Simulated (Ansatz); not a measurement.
System: molecular fluorine, F2 (charge 0, singlet). 
Geometry from a B3LYP-D3(BJ)/def2-TZVP (Ansatz, a first-principles code) optimisation:
```
F
F 1 1.3965
```

Wanted: atomisation energy (electronic, to ground-state atoms), in kcal/mol. Correlated levels leave the core frozen unless marked. Open shells are spin-unrestricted. Spin-orbit coupling is left out. No relativistic terms. The coupled-cluster limit lacks core correlation, which all-electron functionals hold. CBS marks a two-point X^-3 extrapolation of the correlation energy; Hartree-Fock from the larger set (for Q and 5 zeta extrapolated as (X+1)exp(-9√X)).

The Hartree-Fock reference is unstable (checked in the largest basis), which strains HF and MP2. 

| level | program | atomisation energy (kcal/mol) |
|---|---|---|
| BLYP-D3(BJ)/def2-TZVPD | Ansatz + dftd3 | … |
| PBE0-D3(BJ)/def2-TZVPD | Ansatz + dftd3 | … |
| LC-wPBE-D4/def2-TZVPD | Ansatz + dftd4 | 37.5 |
| B2PLYP-D3(BJ)/def2-TZVPD | Ansatz + dftd3 | 35.5 |
| SCS-MP2/STO-3G | Ansatz | 36.8 |
| CCSD/def2-TZVPPD | Ansatz | 28.3 |
| CCSD(T)/CBS(cc-pVQZ,cc-pV5Z) | Ansatz | 38.3 |

Q: Some entries are withheld; supply them.

A: 
- BLYP-D3(BJ)/def2-TZVPD, atomisation energy (kcal/mol): 48.4
- PBE0-D3(BJ)/def2-TZVPD, atomisation energy (kcal/mol): 34.8
